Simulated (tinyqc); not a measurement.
Orbital energy against energy difference: ionisation energy by orbital energies and by energy differences in the cc-pvdz basis, for HF, spin multiplicity 1. Computed by the program tinyqc with PySCF. The cation is unrestricted; errors are against CCSD(T) in this basis, not against experiment.

Geometry (angstrom):
```
atom       x       y       z
F     0.0000  0.0000  0.0000
H     0.0000  0.0000  0.8740
```

CCSD(T) difference in the same basis = 15.6196 eV

IP-EOM-CCSD = 15.3859 eV

First vertical ionisation energy (eV):
```
method     -e(HOMO)  E(cation) - E  error of -e(HOMO)  error of the difference
HF           17.234       14.35542              1.615                   -1.264
LDA           8.545       16.36794             -7.074                    0.748
PBE           8.412       15.94078             -7.207                    0.321
B3LYP        10.460       15.99503             -5.159                    0.375
CAM-B3LYP    12.411       15.98678             -3.208                    0.367
LC-wPBE      13.760       16.04964             -1.859                    0.430
```

Estimate the missing row, method = PBE0.

Computed row:
```
method  -e(HOMO)  E(cation) - E  error of -e(HOMO)  error of the difference
PBE0      10.906       15.86698             -4.714                    0.247
```

Koopmans errs by +1.61 eV and Delta-HF by -1.26 eV: relaxation, 2.88 eV, lowers the value and the missing correlation difference works against it. The PBE level is off by -7.2 eV through the wrong tail of its potential, though its energy difference is off by +0.32 eV; exact exchange deepens the level, and among the orbital energies HF comes closest; among the differences PBE0 does.
